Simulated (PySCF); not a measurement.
Molfile (atoms numbered from 1):
```
C4H6O
     RDKit          3D

 11 10  0  0  0  0  0  0  0  0999 V2000
   -1.7545    0.0243    0.0446 C   0  0  0  0  0  0  0  0  0  0  0  0
   -0.3343   -0.3662   -0.1338 C   0  0  0  0  0  0  0  0  0  0  0  0
    0.7126    0.4140    0.1385 C   0  0  0  0  0  0  0  0  0  0  0  0
    2.0869   -0.0261   -0.0570 C   0  0  0  0  0  0  0  0  0  0  0  0
    3.0685    0.6349    0.1724 O   0  0  0  0  0  0  0  0  0  0  0  0
   -1.8406    1.0369    0.4291 H   0  0  0  0  0  0  0  0  0  0  0  0
   -2.2454   -0.6631    0.7334 H   0  0  0  0  0  0  0  0  0  0  0  0
   -2.2816   -0.0434   -0.9070 H   0  0  0  0  0  0  0  0  0  0  0  0
   -0.1638   -1.3663   -0.5158 H   0  0  0  0  0  0  0  0  0  0  0  0
    0.5826    1.4171    0.5214 H   0  0  0  0  0  0  0  0  0  0  0  0
    2.1752   -1.0595   -0.4517 H   0  0  0  0  0  0  0  0  0  0  0  0
  1  2  1  0
  2  3  2  0
  3  4  1  0
  4  5  2  0
  1  6  1  0
  1  7  1  0
  1  8  1  0
  2  9  1  0
  3 10  1  0
  4 11  1  0
M  END
```

[PySCF 2.14: coordinates at the GFN2-xTB level; GIAO PBE0/pcSseg-1 shieldings; one averaged value for each set of equivalent atoms; one conformer; no relativistic terms; no solvent]

Referencing at the same level of theory: 13C (186.93 ppm), 1H (31.72 ppm) vs TMS; 17O (336.08 ppm) vs H2O.

```
   atoms  nucleus  count  δ (ppm)
H6/H7/H8       1H      3     2.20
     H11       1H      1        ?
      C1      13C      1     23.2
      C2      13C      1    161.8
      O5      17O      1    693.3
      C4      13C      1        ?
     H10       1H      1     6.32
      H9       1H      1        ?
      C3      13C      1    142.1
```

Q: Estimate the values marked ?.

A: 
- C4: 196.0 ppm, aldehyde carbonyl carbon; the double bond to the heteroatom, with no lone-pair donor beside it, deshields it most
- H11: 9.73 ppm, hydrogen on an aldehyde carbonyl carbon; deshielded by the polar, anisotropic C=O bond
- H9: 6.82 ppm, hydrogen on a β carbon of a C=C–C=O unit; olefinic region

Shifts are as computed. Against solution values, carbons near 30 ppm lie about +3 ppm off and those near 130 ppm about +5 ppm. Of 1211 compounds with measured shifts, 218 miss one by over three times the rms of a fit or turn the order of signals round; such compounds aren't used in these exercises. Unscaled 17O shifts of doubly bonded oxygen tend to come out too high, by tens of ppm or more. Experimental scales use liquid or dissolved standards, which lie at an offset from isolated H2O (liquid H2O: subtract about 36 ppm).
